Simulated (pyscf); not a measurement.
Concerted two-bond exchange: `[CH4]` + `[CH3][Ga][CH3]` [doublet] → `[CH3][Ga][CH3]` [doublet] + `[CH4]`

Gas phase, doublet surface, charge 0. Bonds broken: C1–H4, Ga2–C11. Bonds formed: C1–Ga2, H4–C11. Structures and frequencies: ωB97X-D3(BJ)/def2-SVP in PySCF.

Transition state (Å):

```xyz
14

C     -1.6524     0.9252     1.3979
Ga     0.1944    -0.0206     0.6188
C     -0.3262    -1.2420    -0.8662
H     -0.6031     1.4807     0.5332
H     -2.2940     1.6880     0.9193
H     -2.2413    -0.0065     1.3831
H     -1.4897     1.2284     2.4433
H     -1.0598    -0.7253    -1.5068
H      0.5491    -1.5154    -1.4749
H     -0.7816    -2.1643    -0.4745
C      0.5323     1.9922    -0.2455
H      1.2225     2.5525     0.4033
H     -0.2101     2.7061    -0.6477
H      1.0876     1.6198    -1.1217
```

One imaginary mode, 1733i cm⁻¹; descent along it reached the two sides named.

```json
[
 {"bond": "C1–H4", "change": "breaks", "reactant side (Å)": "1.103", "saddle": "1.469", "product side": "3.0"},
 {"bond": "Ga2–C11", "change": "breaks", "reactant side (Å)": "1.997", "saddle": "2.216", "product side": "3.2"},
 {"bond": "C1–Ga2", "change": "forms", "reactant side (Å)": "3.2", "saddle": "2.216", "product side": "1.997"},
 {"bond": "H4–C11", "change": "forms", "reactant side (Å)": "3.0", "saddle": "1.469", "product side": "1.101"}
]
```

Electronic energies relative to the separated reactants (kcal/mol):

```json
[
 {"level": "ωB97X-D3(BJ)/def2-TZVP", "barrier": "47.8", "reaction energy": "0.0", "reverse barrier": "47.8"},
 {"level": "PBE/def2-TZVP", "barrier": "41.8", "reaction energy": "0.0", "reverse barrier": "41.8"},
 {"level": "r²SCAN/def2-TZVP", "barrier": "41.7", "reaction energy": "0.0", "reverse barrier": "41.7"},
 {"level": "B3LYP-D3(BJ)/def2-TZVP", "barrier": "47.9", "reaction energy": "0.0", "reverse barrier": "47.9"},
 {"level": "PBE0-D3(BJ)/def2-TZVP", "barrier": "42.9", "reaction energy": "0.0", "reverse barrier": "42.9"},
 {"level": "M06-2X/def2-TZVP", "barrier": "45.3", "reaction energy": "0.0", "reverse barrier": "45.3"},
 {"level": "ωB97M-D3(BJ)/def2-TZVP", "barrier": "47.9", "reaction energy": "0.0", "reverse barrier": "47.9"},
 {"level": "HF/def2-TZVP", "barrier": "66.7", "reaction energy": "0.0", "reverse barrier": "66.7"}
]
```

With ωB97M-D3(BJ)/def2-TZVP energies and thermal terms (ideal gas, 1 atm, RRHO with modes under 100 cm⁻¹ raised to 100, one conformer, R ln 2 for chiral ones without a mode under 150 cm⁻¹), in kcal/mol:

| T (K) | ΔH‡ | ΔG‡ | ΔH | ΔG |
|---|---|---|---|---|
| 298 | 46.2 | 55.9 | 0.0 | 0.0 |
| 600 | 46.8 | 65.5 | 0.0 | 0.0 |
| 900 | 47.6 | 74.7 | 0.0 | 0.0 |
| 1200 | 48.5 | 83.6 | 0.0 | 0.0 |

At the saddle there is also a short Ga–H contact that neither side keeps. This is the saddle that the search found; another between the same sides may lie lower. Elements up to Kr have no core potential and no relativistic terms here.
